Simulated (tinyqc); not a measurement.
Inside a calculation. Method: extended Hueckel theory, for N2. One step of it, computed by the program tinyqc.

Question. Wolfsberg-Helmholz matrix. H_ij = K' S_ij (H_ii + H_jj)/2 for i != j (the diagonal keeps H_ii), with K' = 2.

overlap S, lower triangle:
```
            1N 2s    1N 2px    1N 2py     1N 2pz     2N 2s    2N 2px    2N 2py    2N 2pz
1N 2s    1.000000
1N 2px   0.000000  1.000000
1N 2py   0.000000  0.000000  1.000000
1N 2pz   0.000000  0.000000  0.000000   1.000000
2N 2s    0.431074  0.000000  0.000000   0.429109  1.000000
2N 2px   0.000000  0.265006  0.000000   0.000000  0.000000  1.000000
2N 2py   0.000000  0.000000  0.265006   0.000000  0.000000  0.000000  1.000000
2N 2pz  -0.429109  0.000000  0.000000  -0.326434  0.000000  0.000000  0.000000  1.000000
```

diagonal H_ii (eV): 1N 2s -26.000000, 1N 2px -13.400000, 1N 2py -13.400000, 1N 2pz -13.400000, 2N 2s -26.000000, 2N 2px -13.400000, 2N 2py -13.400000, 2N 2pz -13.400000

K = 2.000000

Give: H.

Answer.

H (eV), lower triangle:
```
          1N 2s   1N 2px   1N 2py   1N 2pz    2N 2s   2N 2px   2N 2py   2N 2pz
1N 2s   -26.000
1N 2px    0.000  -13.400
1N 2py    0.000    0.000  -13.400
1N 2pz    0.000    0.000    0.000  -13.400
2N 2s   -22.416    0.000    0.000  -16.907  -26.000
2N 2px    0.000   -7.102    0.000    0.000    0.000  -13.400
2N 2py    0.000    0.000   -7.102    0.000    0.000    0.000  -13.400
2N 2pz   16.907    0.000    0.000    8.748    0.000    0.000    0.000  -13.400
```
